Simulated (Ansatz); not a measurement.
C₃H₆OS, SMILES C=C(O)CS, a ranking of conformers

With Ansatz 0.2.0 through its Python package.

Run as a notebook:

In [1]:
```python
import ansatz as az
from rdkit import Chem
from rdkit.Chem import AllChem
```

In [2]:
```python
rd = Chem.AddHs(Chem.MolFromSmiles("C=C(O)CS"))
ids = list(AllChem.EmbedMultipleConfs(rd, numConfs=20, randomSeed=581, pruneRmsThresh=0.4))
field = [energy for _, energy in AllChem.MMFFOptimizeMoleculeConfs(rd)]
distinct = {round(e, 2): i for i, e in zip(ids, field)}
chosen = sorted(distinct.items())[:3]
found = []
for force_field, index in chosen:
    c3h6os = az.Crystal.molecule()
    for atom, xyz in zip(rd.GetAtoms(), rd.GetConformer(index).GetPositions()):
        c3h6os = c3h6os.atom(atom.GetSymbol(), xyz.round(5).tolist())
    job = (
        c3h6os.calculation()
        .basis(gaussian="cc-pVDZ")
        .functional("b3lyp")
    )
    found.append(job.run(threads=1, backend="cpu").report["free_energy_ev"])
print("conformer   MMFF (kcal/mol)   this level (kJ/mol)")
for (force_field, index), e in zip(chosen, found):
    print(f"{index:9d} {force_field - chosen[0][0]:17.2f} {96.485332 * (e - min(found)):17.3f}")
```
```text
conformer   MMFF (kcal/mol)   this level (kJ/mol)
        0              0.00             0.000
        2              2.06            12.518
```

What to keep in mind:
- The settings weren't tested for convergence.
- The conformers keep their force-field geometries.
- b3lyp holds the VWN-RPA fit, as in Gaussian; the form of ORCA and Turbomole is b3lyp5.
- The whole script took 7.9 s on 1 thread of Arm Neoverse V1, on a shared host, peak memory 0.32 GiB.

(Lines on the test bed's own set-up are left out of the output.)
